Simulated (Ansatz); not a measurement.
**One elementary step**

Start structure (CH5BS, singlet), relaxed at PBE0-D4/def2-TZVP:

B1  (-0.694, 0.172, 0.329)
S2  (-1.025, -1.352, 1.184)
C3  (0.567, 0.470, -0.534)
H4  (1.081, 1.354, -0.139)
H5  (-1.557, 0.989, 0.477)
H6  (0.082, -2.033, 0.835)
H7  (0.259, 0.747, -1.549)
H8  (1.287, -0.347, -0.603)
(Å)

The step: CH₅BS ([CH3][BH][SH]) → CH₃B ([BH][CH2]) + H₂S (still joined by a long B–S bond); bonds formed: S2–H4; bonds broken: C3–H4; bonds weakened to dative contacts: B1–S2. Ansatz 0.2.0; basis: def2-TZVPP and def2-QZVPP; cores frozen in the correlated methods. Extrapolation: Hartree–Fock as exp(−7.88 √X), correlation as X^−2.97. Energies below are by CCSD(T) at an estimated basis limit (MP2 extrapolated from triple and quadruple zeta, plus CCSD(T) − MP2 in triple zeta).

What are the electronic barrier and the energy of the step, from the start structure to the end structure? (To be estimated.)

The calculation gives: Barrier 2.977 eV; step energy 2.465 eV (uphill); reverse barrier, their difference, 0.512 eV. Barrier and step energy count from the start structure, the reverse barrier from the end structure.

The saddle point: One imaginary mode of 477i cm⁻¹.
```csv
pair,start (Å),saddle (Å),end (Å)
S2–H4,3.67,1.45,1.35
B1–S2,1.78,2.05,1.94
C3–H4,1.10,2.08,3.57
```

Zero-point energy (harmonic, PBE0-D4): ZPE is 1.604 eV at the start and 1.440 eV at the saddle, so the barrier goes from 2.977 to 2.813 eV.

First-order rate constant out of the start structure at 298 K by transition-state theory, with harmonic vibrational free energies alone and no tunnelling: ΔA‡ = 2.826 eV, so k = (kB T/h) exp(−ΔA‡/kB T) ≈ 10^-35 s⁻¹ (an order of magnitude at best: rotation, the number of equivalent paths and anharmonicity are left out).

No T1 diagnostic of these runs exceeds 0.014.

Labels in which every atom is bracketed show which atoms are joined, not bond orders.

For scale, one of the runs: CCSD(T)/def2-TZVPP, 174 basis functions, launched by `ansatz run in.yaml --threads 2 --pin off --events-out ev --progress --plain --max-ram 4352MiB`. The run took 28 s on 2 CPU threads of an Arm Neoverse V1 (shared host), with 1.5 GiB of host memory at its peak.
